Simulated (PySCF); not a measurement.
How methods differ on the ionisation energy of Si

Si [Ne] 3s2 3p2 (3P) → Si⁺ [Ne] 3s2 3p1 (2P), as a difference of total energies. All numbers are calculated (PySCF 2.14, the spin-free X2C one-electron Hamiltonian (Gaussian nucleus), in dyall-acv3z (19s12p6d4f, 113 functions)). Correlated levels: valence: [Ne] frozen; valence and next inner shell: 1s2 frozen; virtual orbitals above 40 to 60 times the deepest correlated orbital energy dropped. The calculations carry no spin-orbit coupling.

```tsv
method	ionisation energy (eV)
UHF	7.626
LDA	8.223
PBE	8.188
PBE0	8.209
r2SCAN	8.310
M06-L	8.039
BLYP	7.932
TPSSh	8.212
MP2 (valence)	8.041
SCS-MP2 (valence)	7.952
MP2 (valence and next inner shell)	8.043
SCS-MP2 (valence and next inner shell)	7.956
```

**Question.** How much does correlation contribute at MP2 (valence and next inner shell)?

**Answer.** 8.043 − (7.626) = 0.417 eV, measured against UHF.

Errors of the correlated levels include the incompleteness of this basis and the frozen core.

For comparison: 8.157 eV (measured; NIST levels, between the centres of gravity of the two terms).
